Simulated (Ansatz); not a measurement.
Which is lower?

Two relaxed structures of C2H3N, singlet (PBE0-D4/def2-TZVP; forces vanish, vibrations not checked).

A:

C1  (-0.672, -0.209, -0.249)
C2  (0.465, 0.293, -0.505)
N3  (0.072, 0.320, 0.944)
H4  (-1.645, -0.606, -0.469)
H5  (1.254, 0.676, -1.125)
H6  (0.527, -0.474, 1.404)
(Å)

B:

```xyz
6
angstrom
C -0.8024 0.0186 -0.1637
C 0.6530 0.2340 -0.7043
N 0.2122 -0.0781 0.6065
H 1.1132 -0.5559 -1.2892
H 0.9906 1.2464 -0.9012
H 0.4907 -0.2643 1.5584
```

Program: Ansatz 0.2.0. Basis: def2-TZVPP. Cores are frozen in the correlated methods. B3LYP uses VWN-RPA correlation.

**Question.** Which structure is lower at CCSD(T), and by how much? (Judge from chemistry; the value comes from the calculation.)

**Answer.** The calculation gives: B, by 0.200 eV (electronic energy, against the other). By their contacts, A is C₂H₃N (C1=CN1) and B is C₂H₃N ([C]1[CH2][NH]1).

All methods give the same order:

```csv
method,E(B) − E(A) (eV)
PBE-D4,-0.141
r2SCAN-D4,-0.204
PBE0-D4,-0.225
B3LYP-D4,-0.219
wB97M-V,-0.289
HF,-0.542
MP2,-0.096
CCSD,-0.246
CCSD(T),-0.200
```

The T1 diagnostic stays at or below 0.016. The restricted Hartree–Fock reference is unstable towards an unrestricted one at one or more of these structures.

Labels in which every atom is bracketed show which atoms are joined, not bond orders.

For scale, one of the runs: CCSD(T)/def2-TZVPP, 135 basis functions, launched by `ansatz run in.yaml --threads 2 --pin off --events-out ev --progress --plain --max-ram 4352MiB`. The run took 7.5 s on 2 CPU threads of an AMD EPYC 7B13 (shared host), with 0.75 GiB of host memory at its peak.
